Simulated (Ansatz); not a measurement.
We consider anatase TiO₂ (metastable phase), described by PBE-D3(BJ) (Ansatz, an electronic-structure program, PAW).

Settings: plane-wave cutoff 500 eV, 12×12×12 k mesh, gaussian smearing 0.02 eV, no spin polarisation, scalar-relativistic PAW data made under PBE.

Computed at the level's own relaxed cell.

Q: Predict the volume per atom, lattice parameter a, lattice parameter c and band gap.

A: 
- volume per atom: 11.44 Å³/atom
- lattice parameter a: 3.788 Å
- lattice parameter c: 9.567 Å
- band gap: 2.11 eV (on the SCF k mesh)

Measured, for comparison: band gap 3.42 eV (low temperature, zero-point motion not removed, gap of extended states, from the Urbach tail; as tabulated in Kang and Hybertsen (2010), arXiv:1006.4085); lattice constant a 3.784 Å, lattice parameter c 9.514 Å (room temperature, no zero-point or thermal correction; as tabulated in Horn, Schwerdtfeger, Meagher, Refinement of the structure of anatase at several …). Computed (rounded) less measured: band gap -1.31 eV, lattice constant a +0.1 %, lattice parameter c +0.6 %.

Computed values are for the static lattice.

Computing time: very roughly 70 core-seconds.
